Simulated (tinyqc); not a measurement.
Inside a calculation. Method: UHF in the sto-3g basis, for H2O, spin multiplicity 1. This run ends on a higher stationary point, not on the lowest solution. Computed by tinyqc, a small Python program that keeps every step (integrals from PySCF). Settings: charge = 0, multiplicity = 1, basis = sto-3g, energy threshold = 1e-10, iteration cap = 73, orthogonalisation = symmetric, start = core, DIIS depth = 0, method = UHF, break = 0.4. Command: `OMP_NUM_THREADS=1 python tinyqc.py 27169 27170 out.jsonl` (the two numbers bound the seeds that draw the settings). One thread of a shared host (Intel(R) Xeon(R) Processor @ 2.60GHz), about 0.2 s of CPU time with the checks.

Geometry (angstrom):
```
atom         x          y         z
O     0.000000   0.000000  0.000000
H     0.000000   1.095000  0.749000
H     0.000000  -1.095000  0.749000
```

Stop when the energy changes by less than 1e-10 hartree and every element of the error matrix X^T (F D S - S D F) X (for each spin) is below 3e-06.

Course of the cycle:
```
iteration   E (hartree)     change  largest element of the error matrix
1          -73.51167391          -                             1.94e-01
2          -74.38636605  -8.75e-01                             1.92e-01
3          -74.66849456  -2.82e-01                             1.11e-01
4          -74.76431710  -9.58e-02                             4.11e-02
5          -74.78759241  -2.33e-02                             2.70e-02
6          -74.79801771  -1.04e-02                             1.97e-02
7          -74.80339389  -5.38e-03                             1.58e-02
8          -74.80676564  -3.37e-03                             1.25e-02
9          -74.80892949  -2.16e-03                             1.02e-02
10         -74.81036838  -1.44e-03                             8.32e-03
11         -74.81133332  -9.65e-04                             6.84e-03
12         -74.81198679  -6.53e-04                             5.63e-03
13         -74.81243131  -4.45e-04                             4.65e-03
14         -74.81273482  -3.04e-04                             3.85e-03
...                 ...        ...                                  ...
41         -74.81339702  -1.22e-08                             2.45e-05
42         -74.81339703  -8.40e-09                             2.03e-05
43         -74.81339703  -5.78e-09                             1.68e-05
44         -74.81339704  -3.97e-09                             1.39e-05
45         -74.81339704  -2.73e-09                             1.16e-05
46         -74.81339704  -1.88e-09                             9.59e-06
47         -74.81339704  -1.29e-09                             7.96e-06
48         -74.81339704  -8.89e-10                             6.60e-06
49         -74.81339705  -6.11e-10                             5.47e-06
50         -74.81339705  -4.21e-10                             4.54e-06
51         -74.81339705  -2.89e-10                             3.76e-06
52         -74.81339705  -1.99e-10                             3.12e-06
53         -74.81339705  -1.37e-10                             2.59e-06
54         -74.81339705  -9.42e-11                             2.15e-06
```

Can the last value be used, and what does the course show?

No, though the log alone does not show it. Converged in 54 iterations. But the solution lies 0.00921 hartree above the reference: it is another stationary point, not the lowest one. Reruns (cap 100 unless said): DIIS 8: converged in 13 to a higher stationary point; damping 0.5: not converged; level shift 0.5: converged in 94 to a higher stationary point; atomic densities as start, DIIS 8: converged in 8 to a higher stationary point. PySCF UHF in the same basis, after a stability check = -74.82260899 hartree.
